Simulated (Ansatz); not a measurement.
# H2Mg: short molecular-dynamics run

How does H2Mg move over a short run? Aim: a short molecular-dynamics run, for H2Mg, run from a script.

Program: Ansatz 0.2.0 through its Python package. Level of theory: B3LYP+D3(BJ)/def2-SVP. These are calculated values, not measurements.

### 1 The structure

Bond lengths: Mg1–H2 1.789 Å, Mg1–H3 1.773 Å. Angles: H2–Mg1–H3 174.7°.

The script holds or builds the structure itself.

### 2 The code

Input file h2mg.py:

```python
'''Molecular dynamics of one H2Mg molecule.'''

import logging
import sys

import ansatz as az
import numpy as np

logging.basicConfig(stream=sys.stdout, format='%(levelname)s %(message)s')
log = logging.getLogger('calc')
log.setLevel(logging.INFO)

config = {
    'basis': 'def2-SVP',
    'xc': 'b3lyp',
    'vdw': 'd3bj',
    'n_steps': 20,
    'temperature_k': 200,
}

GEOMETRY = '''
Mg    0.04080   -0.05110    0.00840
H     0.64490    1.55160    0.52420
H    -0.69670   -1.56530   -0.54580
'''

mol = az.Crystal.molecule()
for line in GEOMETRY.strip().splitlines():
    symbol, *xyz = line.split()
    mol = mol.atom(symbol, [float(v) for v in xyz])

base = (
    mol.calculation()
    .basis(gaussian=config['basis'])
    .functional(config['xc'], dispersion=config['vdw'])
)
symbols = [site.symbol for site in mol.cartesian_sites]
start = np.array([site.position_ang for site in mol.cartesian_sites], dtype=float)
report = base.relax(force_tolerance=0.02).run().report
end = np.array(report['positions_ang'])
minimum = az.Crystal.molecule()
for symbol, place in zip(symbols, end):
    minimum = minimum.atom(symbol, place.tolist())

# dynamics from the relaxed geometry
base = minimum.calculation()
base = base.basis(gaussian=config['basis'])
base = base.functional(config['xc'], dispersion=config['vdw']).md('nve', timestep=0.5, steps=config['n_steps'], temperature=config['temperature_k'], initial_velocities='maxwell_boltzmann', seed=7)
frames = []
res = base.session().plan().execute(on_event=lambda e: frames.append(e['data']) if e['event'] == 'md_step' else None)
log.info('t (fs)   E_pot (eV)      E_kin (eV)   T (K)   d(0-1) (A)')
for f in frames[::1]:
    xyz = np.array(f['positions_ang'])
    log.info(f'{f["time_fs"]:6.2f} {f["lagrangian_ev"]:14.5f} {f["e_kin_ev"]:10.5f} {f["temperature_k"]:8.1f} {np.linalg.norm(xyz[0] - xyz[1]):9.4f}')
kept = np.array([f['conserved_ev'] for f in frames])
log.info(f'conserved energy moves by at most {1000 * np.ptp(kept):.3f} meV')
```

### 3 The input behind the calls

The engine receives this input (first run):

```yaml
crystal:
  periodic: [false, false, false]
  atoms:
    - { symbol: Mg, position_ang: [0.0408, -0.0511, 0.0084] }
    - { symbol: H, position_ang: [0.6449, 1.5516, 0.5242] }
    - { symbol: H, position_ang: [-0.6967, -1.5653, -0.5458] }
basis:
  gaussian:
    orbitals: def2-SVP
hamiltonian:
  xc: b3lyp
  dispersion: d3bj
relax:
  f_tol: 0.02
```

### 4 The run

Run with:

```console
$ python h2mg.py
```

Without the output at hand: what should come out? Wanted: moves of the relaxation of run 1; energy gained in run 1; last largest force component of run 1; mean temperature, second half; farthest move; largest change of the conserved energy.

**Answer**, as computed:

```
                              quantity            value
                         runs compared                2
      moves of the relaxation of run 1                2
                energy gained in run 1         0.063 eV
 last largest force component of run 1      0.0188 eV/Å
                     length of the run  20 steps, 10 fs
         mean temperature, second half            102 K
                         farthest move           0.07 Å
largest change of the conserved energy    0.04 meV/atom
```

**Reading.** In CPU time, run 2 (dynamics) cost about 4.7 times as much as run 1 (relaxation). Run 1: After 2 moves the largest shift is 0.089 Å, of atom 2 (H). The temperature swings between 41 and 200 K, with a mean of 102 K in the second half; from a start near a minimum about half of the kinetic energy passes into potential energy. The conserved energy stays within 0.04 meV/atom, so the time step holds. A run of 10 fs is far too short for averages. Notes:
- The trajectory is only some femtoseconds long, and gives no averages; where the script doesn't relax first, it starts from a rough generated geometry.
- b3lyp holds the VWN-RPA fit, as in Gaussian; the form of ORCA and Turbomole is b3lyp5.
- The temperature counts the internal degrees of freedom alone.
